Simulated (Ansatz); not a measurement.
`CC#CC=O` and `CC#CCF` differ in one atom or group.

Ansatz, PBE0-D4/def2-TZVP geometries, multiplicity 1. 

```csv
property,`CC#CC=O`
LUMO energy (PBE/def2-TZVPP) / eV,-2.75
LUMO energy (ωB97M-V/def2-TZVPP) / eV,0.45
HOMO energy (B3LYP/def2-TZVPP) / eV,-7.57
HOMO energy (PBE/def2-TZVPP) / eV,-6.07
size of the dipole moment (ωB97M-V/def2-TZVPP) / D,3.91
HOMO–LUMO gap (PBE/def2-TZVPP) / eV,3.32
```

Give the same properties after the change, and the shifts. (An estimate is asked.)

The calculation gave: 
| property | `CC#CCF` | shift |
| --- | --- | --- |
| LUMO energy (PBE/def2-TZVPP) / eV | -0.59 | 2.16 |
| LUMO energy (ωB97M-V/def2-TZVPP) / eV | 2.47 | 2.02 |
| HOMO energy (B3LYP/def2-TZVPP) / eV | -7.34 | 0.23 |
| HOMO energy (PBE/def2-TZVPP) / eV | -6.32 | -0.25 |
| size of the dipole moment (ωB97M-V/def2-TZVPP) / D | 2.22 | -1.69 |
| HOMO–LUMO gap (PBE/def2-TZVPP) / eV | 5.73 | 2.41 |

With PBE0 the HOMO rises by 0.27 eV and the LUMO rises by 2.21 eV, so the gap widens by about 1.94 eV. PBE moves the HOMO by -0.25 eV and ωB97M-V by 0.52 eV. Dipoles are sizes alone; their direction can turn.

B3LYP here is the variant with VWN-RPA as its local correlation; programs differ in this.
